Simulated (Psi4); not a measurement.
# AlNH2F (SMILES [NH2][Al][F]) at UHF-D3(BJ)/aug-pcseg-1

What is the vertical ionisation energy of AlNH2F at UHF-D3(BJ)/aug-pcseg-1? 

The calculation is run with Psi4 1.11.

5 further runs of the same task are left out: 3 that didn't finish, 2 set aside as unsound or not needed.

### 1 Starting point

AlNH2F: 5 atoms, total charge 0, spin state doublet. As SMILES, `[NH2][Al][F]`. The coordinates come from a PBE0-D4/def2-TZVP relaxation. This is one conformer, not always the lowest.

Bond lengths: N1–Al2 1.765 Å, Al2–F3 1.658 Å, N1–H4 1.007 Å, N1–H5 1.009 Å. Angles: N1–Al2–F3 117.4°, Al2–N1–H4 124.8°, Al2–N1–H5 124.2°, H4–N1–H5 111.0°.

### 2 Energy and forces at UHF-D3(BJ)/aug-pcseg-1

The input, alfh2n.json:

```json
{
  "schema_name": "qcschema_input",
  "schema_version": 1,
  "molecule": {
    "schema_name": "qcschema_molecule",
    "schema_version": 2,
    "symbols": ["N", "Al", "F", "H", "H"],
    "geometry": [-0.72697764, 0.94297334, -0.49850975, 1.19430691, -0.53441455, 1.79429496, 2.32190649, -3.37656264, 1.11493841, -1.51990672, 2.6613013, -0.30745844, -1.17484273, 0.16742973, -2.18149984],
    "molecular_charge": 0,
    "molecular_multiplicity": 2
  },
  "driver": "gradient",
  "model": {
    "method": "hf-d3bj2b",
    "basis": "aug-pcseg-1"
  },
  "keywords": {
    "reference": "uhf",
    "scf_type": "pk"
  }
}
```

Command:

```console
$ psi4 --qcschema alfh2n.json -n 1 --memory 1600MB
```

stdout, cut to the lines that bear on the results:

```text
[...]
  Running in c1 symmetry.
[...]
  Nuclear repulsion =   91.986394517979079
[...]
  Multiplicity = 2
[...]
  Nalpha       = 16
  Nbeta        = 15
[...]
    Number of basis functions: 91
[...]
   @UHF iter   1:  -396.83052663120202   -9.49842e-01   7.30276e-03 ADIIS/DIIS
[...]
   @UHF iter  14:  -397.02641589618679   -1.98952e-12   5.81964e-09 DIIS
[...]
   @S^2 Observed:                7.521090517E-01
[...]
    Orbital Energies [Eh]
    ---------------------
    Alpha Occupied:
       1A    -58.475564     2A    -26.228829     3A    -15.528722
       4A     -4.913342     5A     -3.236757     6A     -3.232797
       7A     -3.232473     8A     -1.540956     9A     -1.123512
      10A     -0.681426    11A     -0.655781    12A     -0.621380
      13A     -0.615767    14A     -0.588892    15A     -0.410927
      16A     -0.330631
    Alpha Virtual:
      17A      0.026861    18A      0.028068    19A      0.032737
      20A      0.039041    21A      0.062829    22A      0.065958
      23A      0.070051    24A      0.105855    25A      0.116862
[...]
  @UHF Final Energy:  -397.02641589618679
   => Energetics <=
    Nuclear Repulsion Energy =             91.9863945179790790
    One-Electron Energy =                -735.5764936218724870
    Two-Electron Energy =                 246.5868144780500870
    Total Energy =                       -397.0264158961867906
  UHF NO Occupations:
  HONO-2 :   14  A 1.9995949
  HONO-1 :   15  A 1.9994600
[...]
 Multipole Moments:
 ------------------------------------------------------------------------------------
     Multipole            Electronic (a.u.)      Nuclear  (a.u.)        Total (a.u.)
 ------------------------------------------------------------------------------------
 L = 1.  Multiply by 2.5417464519 to convert [e a0] to [Debye]
 Dipole X            :          2.6735855           -3.0816253           -0.4080398
 Dipole Y            :         -2.5623293            3.3503810            0.7880517
 Dipole Z            :          2.6711886           -2.6717854           -0.0005968
 Magnitude           :                                                    0.8874246
[...]
  -Total Gradient:
     Atom            X                  Y                   Z
    ------   -----------------  -----------------  -----------------
       1        0.005339864303    -0.002864386626     0.007641878571
       2        0.000794829129    -0.004207808157    -0.002742115012
       3       -0.000262695547     0.002653749820     0.002202911653
       4       -0.003824817265     0.008844364318     0.001495050525
       5       -0.002047180620    -0.004425919355    -0.008597725736
[...]
```

The result, in JSON:

```text
{
 "driver": "gradient",
 "model": {
  "method": "hf-d3bj2b",
  "basis": "aug-pcseg-1"
 },
 "success": true,
 "return_result": [0.0053398643028936404, -0.0028643866260681114, 0.007641878571430198, 0.0007948291294491028, -0.0042078081565144415, -0.0027421150121551465, -0.000262695547210676, 0.0026537498199579864, 0.0022029116528587797, -0.00382481726491925, 0.00884436431754706, 0.0014950505248759543, -0.002047180620357986, -0.004425919354632551, -0.008597725736154879],
 "properties": {
  "calcinfo_nbasis": 91,
  "calcinfo_nmo": 91,
  "calcinfo_nalpha": 16,
  "calcinfo_nbeta": 15,
  "calcinfo_natom": 5,
  "nuclear_repulsion_energy": 91.98639451797908,
  "return_energy": -397.0264158961868,
  "return_gradient": [0.0053398643028936404, -0.0028643866260681114, 0.007641878571430198, 0.0007948291294491028, -0.0042078081565144415, -0.0027421150121551465, -0.000262695547210676, 0.0026537498199579864, 0.0022029116528587797, -0.00382481726491925, 0.00884436431754706, 0.0014950505248759543, -0.002047180620357986, -0.004425919354632551, -0.008597725736154879],
  "scf_one_electron_energy": -735.5764936218725,
  "scf_two_electron_energy": 246.5868144780501,
  "scf_dispersion_correction_energy": -0.023131270343493354,
  "scf_dipole_moment": [-0.40803979929063283, 0.7880517357175814, -0.0005968304251764422],
  "scf_total_energy": -397.0264158961868,
  "scf_total_gradient": [0.0053398643028936404, -0.0028643866260681114, 0.007641878571430198, 0.0007948291294491028, -0.0042078081565144415, -0.0027421150121551465, -0.000262695547210676, 0.0026537498199579864, 0.0022029116528587797, -0.00382481726491925, 0.00884436431754706, 0.0014950505248759543, -0.002047180620357986, -0.004425919354632551, -0.008597725736154879],
  "scf_iterations": 14
 }
}
```

It took 12 s on 1 thread of Intel Xeon Platinum 8375C at 2.90GHz (Ice Lake), shared host; peak memory 0.33 GiB.

### 3 The singlet cation at the same level

The input, calc.dat:

```
memory 1600 mb

molecule m {
  1 1
  N
  Al 1 r2
  F 2 r3 1 a3
  H 1 r4 2 a4 3 d4
  H 1 r5 4 a5 2 d5

  r2 = 1.765499
  r3 = 1.6575
  a3 = 117.39164
  r4 = 1.006535
  a4 = 124.82572
  d4 = 179.98971
  r5 = 1.008844
  a5 = 110.99223
  d5 = 179.99451
}

set basis aug-pcseg-1
set reference uhf
set scf_type pk

energy_value, wavefunction = gradient('hf-d3bj2b', return_wfn=True)
```

Command:

```console
$ psi4 -n 1 calc.dat calc.out
```

calc.out, cut to the lines that bear on the results:

```text
[...]
  Running in c1 symmetry.
[...]
  Nuclear repulsion =   91.986399984925484
[...]
  Multiplicity = 1
[...]
  Nalpha       = 15
  Nbeta        = 15
[...]
    Number of basis functions: 91
[...]
   @UHF iter   1:  -396.53447722445310   -6.53791e-01   6.97271e-03 ADIIS/DIIS
[...]
   @UHF iter  11:  -396.71474812757106   -1.76783e-11   6.79492e-09 DIIS
[...]
   @S^2 Observed:               -7.105427358E-14
[...]
  @UHF Final Energy:  -396.71474812757106
   => Energetics <=
    Nuclear Repulsion Energy =             91.9863999849254839
    One-Electron Energy =                -727.3153938048637883
    Two-Electron Energy =                 238.6373769615622962
    Total Energy =                       -396.7147481275710561
  UHF NO Occupations:
  HONO-2 :   13  A 2.0000000
  HONO-1 :   14  A 2.0000000
[...]
 Multipole Moments:
 ------------------------------------------------------------------------------------
     Multipole            Electronic (a.u.)      Nuclear  (a.u.)        Total (a.u.)
 ------------------------------------------------------------------------------------
 L = 1.  Multiply by 2.5417464519 to convert [e a0] to [Debye]
 Dipole X            :          0.0000312           -0.0000832           -0.0000520
 Dipole Y            :          1.0106861            1.3810750            2.3917611
 Dipole Z            :          5.1879749           -5.0943632            0.0936117
 Magnitude           :                                                    2.3935923
[...]
  -Total Gradient:
     Atom            X                  Y                   Z
    ------   -----------------  -----------------  -----------------
       1        0.000004576115    -0.033503920439    -0.022310809020
       2       -0.000000251026     0.067220220655     0.039238381725
       3       -0.000000747469    -0.040744028195    -0.002988000463
       4       -0.000003011163     0.006411780925    -0.002644419392
       5       -0.000000566458     0.000615947055    -0.011295152849
[...]
```

Wall time 11 s (1 thread of Intel Xeon Platinum 8375C at 2.90GHz (Ice Lake), shared host); peak memory 0.34 GiB.

### 4 Summary of results

At UHF-D3(BJ)/aug-pcseg-1:

| quantity | value |
| --- | --- |
| doublet AlNH2F: total energy | -397.02642 Eh |
| doublet AlNH2F: dipole moment | 2.26 D |
| doublet AlNH2F: HOMO energy (highest over α and β) | -9.00 eV |
| doublet AlNH2F: LUMO energy (lowest over α and β) | 0.21 eV |
| doublet AlNH2F: dispersion energy | -60.73 kJ/mol |
| doublet AlNH2F: ⟨S²⟩ | 0.752 |
| doublet AlNH2F: largest force on an atom | 0.508 eV/Å |
| singlet cation: total energy | -396.71475 Eh |
| singlet cation: HOMO energy | -17.24 eV |
| singlet cation: LUMO energy | -7.95 eV |
| singlet cation: HOMO–LUMO gap | 9.29 eV |
| singlet cation: dispersion energy | -60.73 kJ/mol |
| singlet cation: largest force on an atom | 4.002 eV/Å |
| vertical ionisation energy (to the singlet cation) | 8.481 eV |

What this shows: The vertical ionisation energy comes to 8.48 eV (818 kJ/mol). The largest force (doublet AlNH2F) is 0.51 eV/Å: the shape isn't a stationary point for this species at this level. Only the singlet of the ionised species was computed; a triplet could lie lower.
